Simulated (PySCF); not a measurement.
Gas-phase reaction: P + H + O2 = HPO2

Energies from PySCF, thermal terms from the rigid-rotor harmonic-oscillator model, ideal gas at 1 bar. † marks an energy on the PBE0/def2-TZVP geometry and frequencies; other levels use their own. MP2 freezes the core. 6-31G* has spherical d functions here. Open shells (unrestricted): P (multiplicity 4), H (multiplicity 2), O2 (multiplicity 3); the rest are closed-shell singlets. B3LYP is the form with VWN-RPA correlation. HPO2: computed as isolated molecules; such fragments, hydroxides, amides, oligomers or adducts are transient or little studied in the gas. MP2 isn't extrapolated to the basis-set limit; its ΔH°(298 K) is -837.2 kJ in def2-SVP and -974.1 kJ in def2-TZVPP. The harmonic model lacks anharmonicity and excited electronic states, which grow with temperature; levels with a mode under 35 cm⁻¹ are left out. Internal rotation in HPO2 is treated as a harmonic vibration of one conformer, which makes the entropy rough.

```tsv
level	ΔE electronic, kJ	ΔH°(298 K), kJ	ΔS°(298 K), J/K	ΔG°(1200 K), kJ
B3LYP/6-31G*	-906	-879	-221	-604
B3LYP/def2-TZVP†	-986	-959	-221	-683
MP2/def2-SVP†	-864	-837	-221	-562
PBE/def2-TZVP†	-975	-948	-221	-672
PBE0/def2-SVP†	-886	-859	-221	-583
```
ΔH° is lowest at B3LYP/def2-TZVP† and highest at MP2/def2-SVP†. No reference value is set beside these.
